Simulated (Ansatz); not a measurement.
Si₃⁻ (the lowest doublet isomer of a short search) was relaxed with PBE-D4 (def2-TZVPD) in Ansatz in these states: charge -1 doublet, charge -1 quartet. The geometries follow in no particular order.

A:

```xyz
3

Si   -1.1924    0.6289   -0.3982
Si    0.7655    0.3116    1.1370
Si    0.4269   -0.9405   -0.7387
```

B:

Cartesian coordinates in Å:
```
Si -1.1662 -0.5571 0.4658
Si 0.5438 -0.2358 -1.2394
Si 0.6225 0.7930 0.7735
```

**Question.** Judge from the bond lengths which geometry belongs to which state (an estimate).

**Answer.** A is the charge -1 quartet (Si1–Si2 2.508 Å, Si2–Si3 2.280 Å, Si1–Si3 2.281 Å); B is the charge -1 doublet (Si1–Si2 2.436 Å, Si2–Si3 2.262 Å, Si1–Si3 2.262 Å).

At PBE-D4/def2-TZVPD the highest occupied level of the charge -1 quartet lies above zero (up to 1.40 eV). It is a level of α spin, whose loss leaves a triplet; that state wasn't run at this geometry and level. The electron is either unbound and held by the finite basis, or the level is raised by self-interaction error. At PBE-D4/def2-TZVPD the highest occupied level of the charge -1 doublet lies above zero (up to 0.21 eV). By energy differences its removal costs 2.25 eV (vertical, to the charge 0 triplet, at PBE-D4/def2-TZVPD); a positive level beside a positive removal energy at the same level points to self-interaction error. At PBE0-D4/def2-TZVPD a doublet lies 1.44 eV below the charge -1 quartet. These are the stationary points nearest to one start from a short search; other shapes may lie lower in each state.
